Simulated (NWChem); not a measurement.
# Basis-set dependence for pyrrole (C₄H₅N)

```xyz
10

C     -0.7108     0.0000     0.9829
C      0.7108     0.0000     0.9829
C      1.1192     0.0000    -0.3342
N      0.0000     0.0000    -1.1172
C     -1.1192     0.0000    -0.3342
H     -1.3652     0.0000     1.8525
H      1.3652     0.0000     1.8525
H      2.1156     0.0000    -0.7708
H      0.0000     0.0000    -2.1269
H     -2.1156     0.0000    -0.7708
```
Charge 0, spin multiplicity 1.

All runs are NWChem calculations. Structure: optimised with PBE0/def2-SVP, a minimum by its harmonic frequencies.

Hartree-Fock energies in Ha, correlation energies in mHa.

The correlated methods keep 5 core orbitals frozen. The Pople sets run with spherical d functions. No row is a measurement; the coupled-cluster row has its own basis-set and correlation limits.

| basis | functions | RHF | MP2 | SCS-MP2 | CCSD | CCSD+T(CCSD) | CCSD(T) | CR-CCSD[T] | CR-CCSD(T) |
|---|---|---|---|---|---|---|---|---|---|
| 6-31G* | 80 | -208.80501 | -667.6 | -647.4 | -697.0 | -725.8 | -724.9 | -717.5 | -716.8 |
| cc-pVDZ | 95 | -208.82803 | -697.1 | -677.2 | -727.0 | -757.1 | -756.4 | -748.1 | -747.6 |

From 6-31G* to cc-pVDZ the Hartree-Fock energy moves by -23.0 mHa and the MP2 correlation energy by -29.5 mHa, which is 4 % of its value in the larger set.
